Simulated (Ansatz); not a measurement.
Species: molecular fluorine, F$_{2}$ (charge 0, singlet). 
Geometry from a B3LYP-D3(BJ)/def2-TZVP (Ansatz, a first-principles code) optimisation:
```
F
F 1 1.3965
```
Charge 0, spin multiplicity 1.

Basis-set convergence of Hartree-Fock and CCSD correlation energies (hartree) with Ansatz. Cores are frozen in the correlated levels unless marked. No spin-orbit coupling. Non-relativistic.

The Hartree-Fock reference is unstable (checked in the largest basis), which strains HF and MP2. 

```json
[
 {"basis": "def2-SVPD", "functions": "46", "E(HF)": "-198.51664", "E(corr, CCSD)": "-0.41605"},
 {"basis": "def2-TZVPPD", "functions": "80", "E(HF)": "-198.76676", "E(corr, CCSD)": "-0.52517"},
 {"basis": "def2-QZVPPD", "functions": "132", "E(HF)": "-198.77450", "E(corr, CCSD)": "-0.56644"}
]
```

Extrapolating the two largest sets (X = 3 and 4) as X^-3: E(corr) = (64·(-0.56644) - 27·(-0.52517))/37 = -0.5966 Eh, an estimate of the basis-set limit. The largest set recovers 95.0 % of it, the smallest 69.7 %.
